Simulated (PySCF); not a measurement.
# A search over the determinants of CF

Unrestricted PBE0; basis C def2-TZVP, F def2-TZVP; no relativity; PySCF 2.14. Outer shells of the fragments: C 2s2 2p2; F 2s2 2p5.

Followed along the bond (rough minima from three points):

| 2Ms+1 | unpaired | ⟨S²⟩ at the start | R at minimum (Å) | Te (eV) |
| --- | --- | --- | --- | --- |
| 2 | π ↑ | 0.75 | 1.27 | 0.00 |
| 4 | σ ↑, π ↑↑ | 3.75 | 1.32 | 3.33 |

Solutions found at the starting distance of 1.325 Å, counted from the lowest of them; the search is not exhaustive and high or unbound solutions are not listed, so other states can lie among these:

```tsv
2Ms+1	unpaired	term	E (eV)	⟨S²⟩	⟨Lz²⟩	μ (D)
2	π ↑	²Π	0.00	0.75	1.01	0.47
4	σ ↑, π ↑↑	⁴Σ⁻	3.26	3.75	0.00	-0.69
4	π ↑↑↑	⁴Π	8.56	3.77	1.00	3.71
```

A term symbol is given only where ⟨S²⟩ and ⟨Lz²⟩ are close to those of a pure state; real π, δ and φ orbitals otherwise mix terms. A positive dipole means C(−)F(+).

Problem. Compare the gap between the two lowest followed solutions at the starting distance with the gap between their minima.

Solution. At PBE0 the second solution (quartet, unpaired electrons σ ↑, π ↑↑) lies +3.26 eV from the first (doublet, unpaired electrons π ↑) at 1.325 Å and +3.33 eV at the minima; the two curves relax by different amounts, since their minima lie near 1.32 and 1.27 Å.

Counting both spins, an empty level lies below a filled one in some of these solutions, because spin and occupation are held.
